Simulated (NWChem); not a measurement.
Correlation energy of Cl₂ (+1)

```xyz
2

Cl     0.0000     0.0000     0.9799
Cl     0.0000     0.0000    -0.9799
```
Charge +1, spin multiplicity 2.

The numbers come from NWChem runs, not from measurements. All single points use one geometry, from UPBE/def2-SVP, a minimum by its harmonic frequencies.

Basis set: cc-pVTZ. Each correlation energy counts from its own Hartree-Fock reference.

The correlated methods keep 10 core orbitals frozen. The structure started from a generated list of species. The unpaired electrons of the parent sit in orbitals of symmetry b3g (D2h labels of the run); other states weren't searched. The stability of the SCF solutions was not checked. Open-shell Hartree-Fock references start from PBE0 orbitals. Coupled-cluster values serve here as a point of comparison, not as the truth.

### Question
One of these methods gave a correlation energy of -394.5 mHa. Which?
A. CCSD(T) on UHF
B. UMP2
C. SCS-UMP2
D. CCSD on UHF

### Answer
D, CCSD on UHF. The others give -363.1 (UMP2), -414.2 (CCSD(T) on UHF), -356.6 (SCS-UMP2).
